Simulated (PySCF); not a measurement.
## Ionisation energy of N by level of theory

N [He] 2s2 2p3 [2p1/2^2 2p3/2^1, M_J = 3/2] → N+ [He] 2s2 2p2 [2p1/2^2, M_J = 0], as a difference of total energies. Computed with PySCF 2.14 in x2c-TZVPall-2c with one added diffuse shell each of s, p, d type (6s4p3d1f, 40 functions), with the two-component X2C-1e Hamiltonian. Correlated levels: 1s2 frozen. "Screened" scales the spin-orbit matrix elements by Boettger's factors to mimic the two-electron term; Breit and QED terms are absent.

```csv
method,ionisation energy (eV)
GHF (spin-free),13.971
GMP2 (spin-free),14.575
GHF (screened spin-orbit),13.964
GMP2 (screened spin-orbit),14.568
```

Question: How much does correlation contribute at GMP2 (screened spin-orbit)?

Answer: 14.568 − (13.964) = 0.604 eV, measured against GHF (screened spin-orbit).

Errors of the correlated levels include the incompleteness of this basis and the frozen core.

The labels give the starting determinants; with spin-orbit coupling the two ends relaxed to ⟨J²⟩ = 3.76, ⟨L²⟩ = 0.00, ⟨S²⟩ = 3.76 and ⟨J²⟩ = 2.00, ⟨L²⟩ = 2.00, ⟨S²⟩ = 2.00.

The determinant of N+ mixes levels of different J (the jj label is only the starting occupation), so the difference between spin-free and spin-orbit rows is not the physical spin-orbit shift.

For comparison: 14.534 eV (measured; NIST Atomic Spectra Database, ionization energies).
